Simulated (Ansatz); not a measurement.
# C3H7NO: up Jacob's ladder to CCSD(T)

How much do the methods differ for C3H7NO? The plan is to run it at one geometry with functionals of several rungs and with coupled cluster, and see how far each lands from CCSD(T) at the basis-set limit for the atomisation energy.

Computed with Ansatz 0.2.0, Gaussian basis. Level: functionals in def2-TZVPP, the program's frozen cores in correlated methods.

Levels to be run: LDA (SPW92), PBE-D4, revPBE-D4, BLYP-D4, r2SCAN-D4, B97M-V, PBE0-D4, B3LYP-D4, r2SCANh-D4, r2SCAN0-D4, HSE06-D4, BHLYP-D4, CAM-B3LYP-D4, LC-ωPBE, ωB97X-V, ωB97M-V, B2PLYP, PBE-QIDH; CCSD(T)/def2-SVP; CCSD(T)/def2-TZVPP; MP2/def2-QZVPP; extrapolation to the limit; RPA on PBE.

**1. The relaxed structure**

An earlier PBE0-D4 in a triple-zeta def2 set relaxation fixed the geometry.

SMILES `C=C(N)CO`, 12 atoms, charge 0, spin multiplicity 1.

Atoms are counted from 1 here; the program's logs count them from 0.

Bond lengths: C1–C2 1.337 Å, C1–H6 1.084 Å, C1–H7 1.081 Å, C2–N3 1.376 Å, C2–C4 1.504 Å, N3–H8 1.005 Å, N3–H9 1.005 Å, C4–O5 1.413 Å, C4–H10 1.095 Å, C4–H11 1.095 Å, O5–H12 0.962 Å. Angles: C2–C1–H6 122.1°, C2–C1–H7 120.1°, H6–C1–H7 117.7°, C1–C2–N3 125.2°, C1–C2–C4 121.1°, N3–C2–C4 113.8°, C2–N3–H8 116.7°, C2–N3–H9 117.8°, H8–N3–H9 115.6°, C2–C4–O5 113.4°, C2–C4–H10 109.2°, C2–C4–H11 109.1°, O5–C4–H10 105.1°, O5–C4–H11 112.0°, H10–C4–H11 107.7°, C4–O5–H12 108.0°.

**2. LDA**

This LDA is Slater exchange with PW92 correlation.

Contents of in.yaml:

```yaml
crystal:
  periodic: [false, false, false]
  atoms:
    - {symbol: C, position_ang: [-1.174371, 1.139753, 0.065065]}
    - {symbol: C, position_ang: [-0.278454, 0.182828, -0.198846]}
    - {symbol: N, position_ang: [0.193497, -0.136924, -1.451029]}
    - {symbol: C, position_ang: [0.319393, -0.646613, 0.904424]}
    - {symbol: O, position_ang: [1.691401, -0.925942, 0.717344]}
    - {symbol: H, position_ang: [-1.664035, 1.703673, -0.720230]}
    - {symbol: H, position_ang: [-1.436521, 1.370320, 1.088175]}
    - {symbol: H, position_ang: [0.666393, -1.019363, -1.543823]}
    - {symbol: H, position_ang: [-0.351876, 0.149665, -2.244677]}
    - {symbol: H, position_ang: [-0.171116, -1.625530, 0.924808]}
    - {symbol: H, position_ang: [0.126730, -0.158268, 1.865744]}
    - {symbol: H, position_ang: [2.156062, -0.088900, 0.627046]}
basis:
  gaussian: {orbitals: def2-TZVPP}
hamiltonian: {xc: lda}
output: {orbitals: {seedname: orbitals}}
```

The run is started by

```bash
ansatz run in.yaml --threads 4 --pin off --events-out ev --progress --plain --max-ram 10444MiB
```

After this run come: PBE-D4 (GGA); revPBE-D4 (GGA); BLYP-D4 (GGA); r2SCAN-D4 (meta-GGA); B97M-V (meta-GGA); B3LYP-D4 (hybrid); r2SCANh-D4 (hybrid); r2SCAN0-D4 (hybrid); HSE06-D4 (hybrid); BHLYP-D4 (hybrid); CAM-B3LYP-D4 (range-separated); LC-ωPBE (range-separated); ωB97X-V (range-separated); ωB97M-V (range-separated); B2PLYP (double hybrid); PBE-QIDH (double hybrid); CCSD(T) in def2-SVP; CCSD(T) in def2-TZVPP; MP2 in def2-QZVPP; RPA on PBE orbitals.

Q: Predict the results of all the runs planned. Wanted: atomisation energy, CCSD(T)/CBS; farthest beyond LDA; mean size of error, GGA; mean size of error, meta-GGA; mean size of error, hybrid; mean size of error, range-separated; mean size of error, double hybrid; gap, smallest and largest; T1 diagnostic.

**Answer**, as computed:

| quantity | value |
| --- | --- |
| atomisation energy, CCSD(T)/CBS | 4735.9 kJ/mol |
| functionals within 23.7 kJ/mol (0.5 %) | revPBE-D4, r2SCAN-D4, B97M-V, B3LYP-D4, LC-ωPBE, ωB97X-V, ωB97M-V |
| farthest beyond LDA | BHLYP-D4 (-155.0 kJ/mol) |
| mean size of error, GGA | 64.0 kJ/mol |
| mean size of error, meta-GGA | 4.8 kJ/mol |
| mean size of error, hybrid | 57.5 kJ/mol |
| mean size of error, range-separated | 16.8 kJ/mol |
| mean size of error, double hybrid | 33.4 kJ/mol |
| gap, smallest and largest | 4.41 eV (BLYP-D4), 11.42 eV (LC-ωPBE) |
| T1 diagnostic | 0.0113 |
| triples share of the correlation energy | 4.0 % |

What this shows: The LDA atomisation energy is off by 767.9 kJ/mol (16 %): it overbinds. PBE-D4 misses by +146.8 kJ/mol. Double hybrids carry the basis error of their MP2 part in triple zeta, and no dispersion term here, so their miss is partly the set-up's. The rungs meta-GGA, range-separated miss on average by less than the doubt on the reference (23.7 kJ/mol), so they tie. The reference freezes the cores and leaves out relativity and excitations past (T), so misses under about 23.7 kJ/mol can't be ranked. Hartree-Fock recovers 70 % of the binding; the rest is correlation. CCSD(T) in def2-SVP is off by -247.7 kJ/mol, so the small basis spoils what the method gains. Orbital gaps span 4.4 to 11.4 eV; exact exchange widens them.
